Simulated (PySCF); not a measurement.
NH₃.
Atom-mapped SMILES: `[NH3:1]` (hydrogens: H2, H3, H4 on N1)

A GFN2-xTB structure was refined with PySCF 2.14.0, PBE0-D3(BJ)/def2-SVP geometry optimisation, gas phase. Its GFN2-xTB values:

```json
{"coordinate": "N1–H2", "GFN2-xTB": "0.987 Å"}
{"coordinate": "H2–N1–H3", "GFN2-xTB": "109.7°"}
```

Q: How do these coordinates change at the PBE0-D3(BJ)/def2-SVP level?

A: 
```
coordinate  PBE0-D3(BJ)/def2-SVP (Å or °)  change
     N1–H2                          1.020  +0.033
  H2–N1–H3                          105.3    -4.4
```

The energy falls by 4.0 kJ/mol over 6 energy and gradient evaluations, the largest force component goes from 0.0360 to 6.0e-05 Eh/bohr, and the atoms move by 0.023 Å rms after alignment. The bond that changes most is N1–H2 (ammonia nitrogen to N–H hydrogen), which lengthens by 0.033 Å. Bonds longer at the end by more than 0.005 Å: 1 of 3; shorter: 2. Rotational constants go from 304373, 289879, 186964 to 291800, 291761, 190805 MHz.

The run used 29 basis functions and 36 SCF cycles in all.

No frequency check.
